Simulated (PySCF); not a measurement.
**Electronic absorption of C4H9N**

C4H9N.
SMILES: `C=C[C@H](C)N`

Method used: TDDFT B3LYP/def2-SVPD, vertical, gas phase, core orbitals frozen in the response in PySCF 2.14.0, density-fitted response routines. Isolated species at its PBE0-D3(BJ)/def2-SVP geometry (one conformer only). Torsions of this conformer, `[CH2:1]=[CH:2][C@H:3]([CH3:4])[NH2:5]`: C1–C2–C3–C4 -110°, H–N5–C3–C2 63°, H–N5–C3–C2 179°.

Question: Predict the UV-vis stick spectrum at this level.

Answer: 

```csv
state,E (eV),ν̃ (cm⁻¹),f,"main configurations (H = HOMO, L = LUMO)"
S1,5.77,46510,0.0001,H→L (98%)
S2,6.20,49980,0.039,H→L+1 (94%)
S3,6.87,55420,0.0065,"H→L+2 (78%), H→L+3 (20%)"
S4,6.95,56060,0.025,H-1→L+1 (92%)
S5,7.15,57700,0.0016,"H→L+3 (73%), H→L+2 (17%)"
S6,7.37,59460,0.100,"H-1→L+2 (76%), H-1→L (21%)"
```

The lowest singlet lies at 5.77 eV (215 nm, ultraviolet) and is dark (f under 0.0005); its leading configuration is HOMO→LUMO (98%). The strongest level in the table is S6 at 7.37 eV (168 nm, f = 0.100). It is the last of those listed, so stronger ones may follow. Löwdin shares by element: HOMO nitrogen 63%, carbon 19% or more, hydrogen 6% or more; LUMO carbon 69% or more, hydrogen 12% or more (atoms not listed hold the other 19%). The oscillator strengths of these states sum to 0.172; summed over the whole spectrum of an exact calculation they would give the number of electrons, 40 (Thomas–Reiche–Kuhn). The listed states span 1.60 eV, and the widest gap between neighbours is 0.67 eV (S2 to S3). Orbital energies (eV): HOMO-3 -9.82, HOMO-2 -9.16, HOMO-1 -7.32, HOMO -6.76, LUMO 0.01, LUMO+1 0.46, LUMO+2 1.06. The window holds the lowest 6 singlets.
